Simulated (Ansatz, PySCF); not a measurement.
This PySCF input computes a PBE0/def2-TZVPD energy:

```python
from pyscf import gto, scf, dft

mol = gto.M(
    atom='''
    C    -0.11694774    1.03088931   -0.00007554
    C     1.22198947    1.09440150    0.02281699
    Cl   -0.60067191   -0.88892025   -0.01186726
    H     1.92742678    0.26300953    0.03327278
    H     1.65374524    2.09688986    0.03202189
    ''',
    basis='def2-tzvpd',
    charge=-1,
    spin=0,
    verbose=4,
)

mf = dft.RKS(mol, xc='pbe0').density_fit(auxbasis='def2-universal-jkfit')
mf.grids.level = 3
mf.conv_tol = 1e-9
mf.max_cycle = 100
mf.max_memory = 1500
mf.kernel()
if not mf.converged:
    mf = mf.newton()
    mf.kernel(mf.make_rdm1())
mf.analyze()
```

Question: Write an input for the same energy in Ansatz (a first-principles code) and say what it gives.

Answer: 
Ansatz 0.2 input:
```yaml
crystal:
  periodic: [false, false, false]
  atoms:
    - {symbol: C, position_ang: [-0.11694774, 1.03088931, -0.00007554]}
    - {symbol: C, position_ang: [1.22198947, 1.09440150, 0.02281699]}
    - {symbol: Cl, position_ang: [-0.60067191, -0.88892025, -0.01186726]}
    - {symbol: H, position_ang: [1.92742678, 0.26300953, 0.03327278]}
    - {symbol: H, position_ang: [1.65374524, 2.09688986, 0.03202189]}
basis:
  gaussian:
    orbitals: def2-TZVPD
hamiltonian:
  xc: {name: PBE0}
total_charge: -1
output: {forces: true}
```
It gives -537.35790 Eh, and PySCF -537.35792 Eh, a difference of 0.02 mEh, from the treatment of integrals and grids.

It need not be the lowest isomer of its formula. Whether it binds its extra electron was not tested at this geometry.
